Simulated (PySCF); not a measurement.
# SiO2: from structure and modes to constants

All numbers come from PySCF, B3LYP, basis Si def2-TZVP, O def2-TZVP (no relativity, density fitting).

The singlet minimum has D∞h symmetry. Masses (u): Si 27.97693, O 15.99492.

```xyz
3
charge 0 multiplicity 1, angstrom
Si    0.0000    0.0000    0.0000
O     0.0000    0.0000    1.5102
O     0.0000    0.0000   -1.5102
```

Harmonic wavenumbers (cm⁻¹): 292.1 (πu, ×2), 998.8 (σg+, ×1), 1449.2 (σu+, ×1).

Task: What is the harmonic zero-point energy?

Result: Half the sum of all 4 wavenumbers, 3032/2 = 1516 cm⁻¹, which is 18.1 kJ/mol (1 cm⁻¹ = 0.0119627 kJ/mol).

Task: Give the standard entropy (298.15 K, 1 bar) by its translational, rotational, vibrational and spin parts, and Cp.

Result: Sackur–Tetrode with M = 59.97 u gives 159.9; rotation with symmetry number 2 gives 59.1; vibration 12.7; spin R ln 1 = 0.0. The total is 231.7 J/(mol K), and Cp = 7/2 R + 16.1 = 45.2 J/(mol K).

Task: Find the bond force constant k and the stretch–stretch coupling k′ of the valence force field.

Result: For linear XMX, 4π²c²ω(σg)² = (k + k′)/mX and 4π²c²ω(σu)² = (k − k′)(1 + 2mX/mM)/mX. So k + k′ = 9.402 and k − k′ = 9.233 mdyn/Å, giving k = 9.318 and k′ = 0.085 mdyn/Å.
